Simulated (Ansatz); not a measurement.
**The carbon atom: basis-set convergence**

The task here is to estimate one member of a computed series from the others.

Method: one geometry, several basis sets; program: Ansatz 0.2.0, Gaussian basis.

The runs, in order: PBE0/def2-SVP; ωB97M-V/def2-SVP; PBE0/def2-QZVPP; ωB97M-V/def2-QZVPP; CCSD(T)/cc-pV(D+d)Z; CCSD(T)/cc-pV(T+d)Z; CCSD(T)/cc-pV(Q+d)Z; the functionals' def2-TZVPP values are taken from earlier runs.

6 further runs of the same task are left out: 6 set aside as unsound or not needed.

## The atom

SMILES `[C]`, 1 atom, charge 0, spin multiplicity 3.

The first run:

in.yaml reads:

```yaml
crystal:
  periodic: [false, false, false]
  atoms:
    - {symbol: C, position_ang: [0.000000, 0.000000, 0.000000]}
basis:
  gaussian: {orbitals: def2-SVP}
magnetization: {spin_polarized: true, initial_magnetization: 2}
hamiltonian: {xc: pbe0}
output: {orbitals: {seedname: orbitals}}
```

Among the steps run: PBE0 in def2-SVP; ωB97M-V in def2-SVP; PBE0 in def2-QZVPP; ωB97M-V in def2-QZVPP.

One table of the session follows, with a row left open; its other results are not shown here.

It belongs to the step «Functionals by basis». 

| functional | basis | HOMO (eV) | LUMO (eV) |
| --- | --- | --- | --- |
| PBE0 | def2-SVP | -7.57 | -3.91 |
| PBE0 | def2-TZVPP | -7.63 | -4.00 |
| PBE0 | def2-QZVPP | ? | ? |
| ωB97M-V | def2-SVP | -9.68 | -1.42 |
| ωB97M-V | def2-TZVPP | -9.80 | -1.62 |
| ωB97M-V | def2-QZVPP | -9.81 | -1.67 |

Q: Estimate the row for PBE0, def2-QZVPP from the others.

As computed: HOMO (eV): -7.64; LUMO (eV): -4.02. In the column «HOMO (eV)» it lies between ωB97M-V, def2-SVP (-9.68) and PBE0, def2-TZVPP (-7.63).
